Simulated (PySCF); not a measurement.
# CH2O2 (Formic acid): the cost of one run

Computed with PySCF 2.14.0 and routines of our own; the level stands in each step. Atoms count from 0.

### 1 The starting structure

5 atoms, charge 0, multiplicity 1; geometry from: GFN2-xTB.

### 2 Optimising the geometry at PBE0/6-31+G*

The job: settings as JSON, then the geometry in Å.

```
{"job": {"xc": "PBE0", "basis": "6-31+G*", "grid": 1, "kind": "geom"}, "charge": 0, "multiplicity": 1}
O     -0.658784     1.126476    -0.554433
C     -0.413538     0.025410    -0.167133
O      0.782297    -0.538584    -0.158730
H     -1.155371    -0.678320     0.239912
H      1.454017     0.067870    -0.515247
```

The run is started by

```
$ OMP_NUM_THREADS=1 python excited_run.py task.json out
```

One launch serves the whole session: the jobs run in the order shown.

Q: Estimate the wall time and peak memory of this first job on 1 thread of Arm Neoverse V1, shared host.

About 3.4 s, with a peak of 0.27 GiB.
